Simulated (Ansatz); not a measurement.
# triplet C3H2ClF at 4 levels

Aim: a comparison of 4 runs (UB3LYP/def2-SVP, UCAM-B3LYP/def2-SVP, UHSE06/def2-SVP, UCCSD/def2-SVP) of triplet C3H2ClF. 

The results are computed with Ansatz 0.2.0.

70 further runs of the same task are left out: 70 set aside as unsound or not needed. Runs told in other sessions of the task aren't counted.

## (1) The system as given

The species is C3H2ClF (7 atoms), meant as a triplet with charge 0. SMILES of the parent species: `FC1=CC1Cl`. The coordinates come from a PBE0-D4/def2-TZVP relaxation. That shape belongs to the parent species and isn't relaxed for this state.

Bond lengths: F1–C2 1.299 Å, C2–C3 1.288 Å, C2–C4 1.439 Å, C3–C4 1.503 Å, C4–Cl5 1.797 Å, C3–H6 1.075 Å, C4–H7 1.086 Å. Some angles: F1–C2–C3 149.0°, F1–C2–C4 144.3°, C3–C2–C4 66.6°, C2–C3–C4 61.5°, C2–C4–C3 51.9°, C2–C4–Cl5 120.4°, C3–C4–Cl5 119.9°, C2–C3–H6 154.3°, C4–C3–H6 144.1°, C2–C4–H7 124.6°.

## (2) The energy at UB3LYP/def2-SVP (run 1)

Contents of input.yaml:

```yaml
crystal:
  periodic: [false, false, false]
  atoms:
    - symbol: F
      position_ang: [0.416000, -2.094500, -0.334400]
    - symbol: C
      position_ang: [0.254800, -0.851400, 0.006900]
    - symbol: C
      position_ang: [0.154700, 0.033300, 0.937200]
    - symbol: C
      position_ang: [0.000700, 0.474100, -0.491600]
    - symbol: Cl
      position_ang: [-1.623600, 0.912000, -1.122900]
    - symbol: H
      position_ang: [0.123900, 0.365700, 1.959300]
    - symbol: H
      position_ang: [0.734800, 1.092800, -1.000200]
basis:
  gaussian:
    orbitals: def2-SVP
magnetization:
  spin_polarized: true
  initial_magnetization: 2
hamiltonian:
  xc: {name: B3LYP}
accuracy: high
output: {orbitals: {seedname: orbitals}}
```

On the command line:

```sh
$ ansatz run input.yaml --threads 1 --pin off --max-ram 2610MiB --events-out events.jsonl --progress --plain --runs-dir runs
```

Output:

```text
Warning: RAYON_NUM_THREADS=1 ignored (pool sized by the plan → 1); use --threads N
Functional definition: B3LYP
  name "B3LYP"
  parameter a0 = 0.2
  parameter ax = 0.72
  parameter ac = 0.81
  exchange = (1 - a0 - ax)*slater_x + ax*b88_x + a0*exact_x
  correlation = (1 - ac)*vwn_rpa_c + ac*lyp_c
1846 factors; integrals over basis functions are off by at most 3.8e-9 eV
mean field evaluation 1: about -18354.6688 eV, gradient 4.3e1 eV
mean field evaluation 2: about -18322.6944 eV, gradient 8.4e1 eV
mean field evaluation 4: about -18366.3300 eV, gradient 1.1e1 eV
mean field evaluation 8: about -18367.1288 eV, gradient 7.3e-1 eV
mean field evaluation 16: about -18367.1317 eV, gradient 2.3e-3 eV
mean field evaluation 32: about -18367.1317 eV, gradient 6.7e-7 eV
mean field -18367.13169190 eV, -674.9796399882 hartree, gradient 5.2e-8 eV, S^2 2.009072; 2 other end points of the search recorded, 0 dependent functions left out
reference -18367.13172384 eV, -674.9796411622 hartree; 24, 22 occupied and 60, 62 virtual orbitals, 1846 factors
Total energy: -18367.13172384 eV, -674.9796411622 hartree
```

Run time: 7.8 s. Hardware: 1 thread of Intel Xeon 6975P-C (Granite Rapids), shared host; peak memory 0.4 GiB.

## (3) A single-point energy at UCAM-B3LYP/def2-SVP (run 2)

Contents of run.yaml:

```yaml
crystal:
  periodic: [false, false, false]
  atoms:
    - symbol: F
      position_ang: [0.416000, -2.094500, -0.334400]
    - symbol: C
      position_ang: [0.254800, -0.851400, 0.006900]
    - symbol: C
      position_ang: [0.154700, 0.033300, 0.937200]
    - symbol: C
      position_ang: [0.000700, 0.474100, -0.491600]
    - symbol: Cl
      position_ang: [-1.623600, 0.912000, -1.122900]
    - symbol: H
      position_ang: [0.123900, 0.365700, 1.959300]
    - symbol: H
      position_ang: [0.734800, 1.092800, -1.000200]
basis:
  gaussian: {orbitals: def2-SVP}
magnetization: {spin_polarized: true, initial_magnetization: 2}
hamiltonian: {xc: {name: CAM-B3LYP}}
accuracy: high
output: {orbitals: {seedname: orbitals}}
```

On the command line:

```sh
$ ansatz run run.yaml --threads 1 --pin off --max-ram 2610MiB --events-out events.jsonl --progress --plain --runs-dir runs
```

Output (excerpt; [...] marks lines left out):

```text
Warning: RAYON_NUM_THREADS=1 ignored (pool sized by the plan → 1); use --threads N
Functional definition: CAM-B3LYP
  name "CAM-B3LYP"
[...]
1846 factors; integrals over basis functions are off by at most 3.8e-9 eV
346 factors; integrals over basis functions are off by at most 2.1e-9 eV
[...]
mean field -18364.69962277 eV, -674.8902630964 hartree, gradient 7.7e-8 eV, S^2 2.010398; 0 other end points of the search recorded, 0 dependent functions left out
reference -18364.69963824 eV, -674.8902636649 hartree; 24, 22 occupied and 60, 62 virtual orbitals, 1846 factors
Total energy: -18364.69963824 eV, -674.8902636649 hartree
```

It took 8.1 s on 1 thread of Intel Xeon 6975P-C (Granite Rapids), shared host; peak memory 0.44 GiB.

Run 3 isn't shown in full; the table further down has it.

## (4) A single-point energy at UCCSD/def2-SVP (run 4)

Contents of molecule.yaml:

```yaml
crystal:
  periodic: [false, false, false]
  atoms:
    - {symbol: F, position_ang: [0.416000, -2.094500, -0.334400]}
    - {symbol: C, position_ang: [0.254800, -0.851400, 0.006900]}
    - {symbol: C, position_ang: [0.154700, 0.033300, 0.937200]}
    - {symbol: C, position_ang: [0.000700, 0.474100, -0.491600]}
    - {symbol: Cl, position_ang: [-1.623600, 0.912000, -1.122900]}
    - {symbol: H, position_ang: [0.123900, 0.365700, 1.959300]}
    - {symbol: H, position_ang: [0.734800, 1.092800, -1.000200]}
basis:
  gaussian:
    orbitals: def2-SVP
accuracy: high
scf:
  omitted_lower_state_checks: [cluster_reference, increment]
correlation:
  method: ccsd
  frozen_orbitals: {C: 1, Cl: 5, F: 1, H: 0}
magnetization:
  spin_polarized: true
  initial_magnetization: 2
```

On the command line:

```sh
$ ansatz run molecule.yaml --threads 1 --pin off --max-ram 2610MiB --events-out events.jsonl --progress --plain --runs-dir runs
```

Output:

```text
Warning: RAYON_NUM_THREADS=1 ignored (pool sized by the plan → 1); use --threads N
[... 12 lines left out ...]
9 core orbitals not correlated: weight in the atoms' cores, before any rotation towards them, 1.000 or more for the frozen orbitals, at most 0.000 for the correlated occupied ones
[... 34 lines left out ...]
Total energy: -18335.69017570 eV, -673.8241855797 hartree
Checks for a lower state left out: cluster_reference, increment
```

Run time: 31 s. Hardware: 1 thread of Intel Xeon 6975P-C (Granite Rapids), shared host; peak memory 0.92 GiB.

## (5) All runs side by side

| run | level | frozen core orbitals | energy (Eh) | HOMO energy (eV) | ⟨S²⟩ | wall time |
| --- | --- | --- | --- | --- | --- | --- |
| 1 | UB3LYP/def2-SVP | – | -674.979641 | -2.87 | 2.009 | 7.8 s |
| 2 | UCAM-B3LYP/def2-SVP | – | -674.890264 | -4.55 | 2.010 | 8.1 s |
| 3 | UHSE06/def2-SVP | – | -674.573381 | -2.85 | 2.011 | 8.1 s |
| 4 | UCCSD/def2-SVP | 9 | -673.824186 | – | 2.039 | 31 s |

## (6) Results

| quantity | value |
| --- | --- |
| run 4: total energy | -673.82419 Eh |
| run 4: correlation energy (9 core orbitals frozen) | -700.8 mEh |
| run 4: ⟨S²⟩ of the reference determinant | 2.039 |
| run 4: T1 diagnostic | 0.017 |

**Reading.** Totals of different functionals can't be ranked against each other. All runs together took 55 s, the longest 31 s.
